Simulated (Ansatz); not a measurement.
`FC1=CCC1Cl`, relaxed with RKS PBE0-D4/def2-TZVP in Ansatz 0.2.0 from a PBE-D4/def2-SVP geometry. The force threshold is 0.005 eV/Å; the program also tests the step.

The species carries charge 0 and has multiplicity 1.

Start:

```xyz
10

F    -1.613    0.540   -1.716
C    -0.814    0.141   -0.737
C    -0.802   -0.913    0.107
C     0.486   -0.435    0.767
C     0.397    0.820   -0.171
Cl    1.779    1.087   -1.297
H    -1.470   -1.765    0.287
H     1.386   -1.049    0.557
H     0.435   -0.206    1.852
H     0.216    1.780    0.351
```

(1) By how much does the energy fall, and how many steps does the optimiser take? (An estimate is asked.)

(2) Which bonds change most? (An estimate is asked.)

(3) Give the relaxed structure. (Estimate.)

Results:

(1) The calculation gave: 0.05 eV, in 5 steps.

(2) The calculation gave: C5–Cl6 from 1.803 to 1.778 Å; C2–C3 from 1.350 to 1.328 Å; C5–H10 from 1.108 to 1.090 Å; C4–H8 from 1.109 to 1.090 Å.

(3) Ansatz gave: 
```xyz
10

F    -1.603    0.538   -1.690
C    -0.807    0.139   -0.722
C    -0.793   -0.904    0.101
C     0.485   -0.429    0.762
C     0.395    0.815   -0.169
Cl    1.755    1.067   -1.285
H    -1.444   -1.750    0.270
H     1.368   -1.037    0.562
H     0.424   -0.200    1.829
H     0.222    1.761    0.342
```
